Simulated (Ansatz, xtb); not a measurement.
# H2O2P+: 3 structures ranked

3 gas-phase structures of H2O2P+, found in a search over its isomers (lower ones may exist). Each was relaxed with GFN2-xTB; where two conformers were screened, the lower at r2SCAN-D4/def2-SVP is listed:

A. `[H]/[O+]=P\O`, a singlet
B. `O=[PH+]O`, a singlet
C. a singlet given by its coordinates

C (Å):

```xyz
5

O     1.4534    0.5563   -0.5129
O    -0.9403   -0.2278    0.3778
P     0.4752    1.1972    0.2635
H    -0.8612   -1.1063   -0.0346
H    -1.7880   -0.1441    0.8451
```

Close contacts (Å): O1–P3 1.40, O2–P3 2.01, O2–H4 0.97, O2–H5 0.97.

**Question.** Make a reasoned guess at their ranking by r2SCAN-D4/def2-SVP single-point energy.

**Answer.** Calculated order at r2SCAN-D4/def2-SVP: A (0.0), C (72.7), B (135.9) kJ/mol.

Energies above the lowest of each column, in kJ/mol; the last columns are at B3LYP-D4/def2-TZVP geometries:

```csv
structure,GFN2-xTB,HF/STO-3G,r2SCAN-D4/def2-SVP,B3LYP-D4/def2-TZVP,CCSD(T)/def2-TZVPP
A,0.0,0.0,0.0,0.0,0.0
C,81.2,46.4,72.7,79.1,77.2
B,118.1,359.7,135.9,122.7,119.8
```

Every level run on A puts it lowest or level with the lowest. Flexible structures stand in one conformer each, not always the lowest.

Programs: Ansatz 0.2.0, xtb 6.7.1.
